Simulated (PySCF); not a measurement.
Saddle point of Si2H7F, singlet (Si₂H₆ ([SiH3][SiH3]) + HF → Si₂H₅F ([F][SiH2][SiH3]) + H₂; bonds formed: Si1–F7, H2–H6; bonds broken: Si1–H2, H6–F7), PBE0-D4/def2-TZVP structure:

| atom | x (Å) | y (Å) | z (Å) |
| --- | --- | --- | --- |
| Si1 | -0.8247 | -0.1223 | -0.2955 |
| H2 | -0.9077 | -1.8056 | -0.5182 |
| H3 | -1.5858 | 0.6333 | -1.3133 |
| H4 | -1.8501 | -0.4194 | 0.7621 |
| Si5 | 0.9576 | 0.8530 | 0.8562 |
| H6 | -0.2387 | -1.5742 | -1.1613 |
| F7 | 0.4420 | -0.7000 | -1.6901 |
| H8 | 0.4268 | 1.7485 | 1.9190 |
| H9 | 1.7429 | -0.2346 | 1.4994 |
| H10 | 1.8378 | 1.6213 | -0.0584 |

Energies are electronic, without zero-point energy. Barriers and step energies count from the start structure reached by relaxing down the imaginary mode; all methods use the PBE0-D4 structures, on which another method's saddle can fall below an end. Program: PySCF 2.14 with density fitting (its default auxiliary sets; JK sets also for MP2 and CCSD(T)). Basis: def2-TZVPP, with def2-QZVPP for the basis limit. Cores are frozen in the correlated methods. B3LYP uses VWN-RPA correlation. Extrapolation: Hartree–Fock as exp(−7.88 √X), correlation as X^−2.97.

```tsv
method	barrier (eV)	step energy (eV)
SPW92	0.959	-0.738
PBE-D4	?	-0.839
r2SCAN-D4	?	-0.967
PBE0-D4	1.423	-0.843
B3LYP-D4	1.472	-0.965
BHLYP-D4	1.672	-0.990
wB97M-V	?	-0.949
HF	2.164	-1.066
MP2	1.548	-0.962
CCSD	1.721	-0.921
CCSD(T)	1.620	-0.913
```

Fill in the withheld barriers. (An estimate is asked for; the value comes from the calculation.)

The calculation gives: PBE-D4 1.225; r2SCAN-D4 1.317; wB97M-V 1.453 eV. Each is the energy of the saddle less that of the start structure, by the same method.

For comparison, the barrier by CCSD(T) at an estimated basis limit (MP2 extrapolated from triple and quadruple zeta, plus CCSD(T) − MP2 in triple zeta) is 1.569 eV.

T1 diagnostic: at most 0.015.

Labels in which every atom is bracketed show which atoms are joined, not bond orders.

For scale, one of the runs: CCSD(T)/def2-TZVPP, 213 basis functions, launched by `OMP_NUM_THREADS=4 python run.py`. Hardware: 4 CPU threads of an Intel Xeon, shared host. Wall time 13 min; peak host memory 2.7 GiB.
